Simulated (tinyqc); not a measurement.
Inside a calculation. Method: Pariser-Parr-Pople SCF with singles CI, for the molecule C=CC=C (SMILES; centres numbered as the heavy atoms are written). One step of it, computed by the program tinyqc.

Problem. Singles CI, triplets. Over the 4 single excitations with the smallest orbital gaps: A = (e_a - e_i) delta - (ij|ab), with (pq|rs) = sum c_mp c_mq gamma_mn c_nr c_ns.

orbital energies (eV): -12.270176  -9.418762  -1.771238  1.080176

coefficients:
```
,MO1,MO2,MO3,MO4
1C,0.395508,0.586151,0.586151,-0.395508
2C,0.586151,0.395508,-0.395508,0.586151
3C,0.586151,-0.395508,-0.395508,-0.586151
4C,0.395508,-0.586151,0.586151,0.395508
```

repulsion gamma_rs (eV), lower triangle:
```
,1C,2C,3C,4C
1C,11.130000
2C,5.344246,11.130000
3C,3.872270,5.346327,11.130000
4C,2.880801,3.872270,5.344246,11.130000
```

Give: triplet CI matrix; triplet excitation energies.

Solution.

triplet CI matrix (eV), lower triangle:
```
,2>3,1>3,2>4,1>4
2>3,1.5521
1>3,0.0000,4.5950
2>4,0.0000,1.8248,4.5950
1>4,1.8248,0.0000,0.0000,6.7935
```

triplet excitation energies (eV): 0.9794  2.7702  6.4198  7.3663
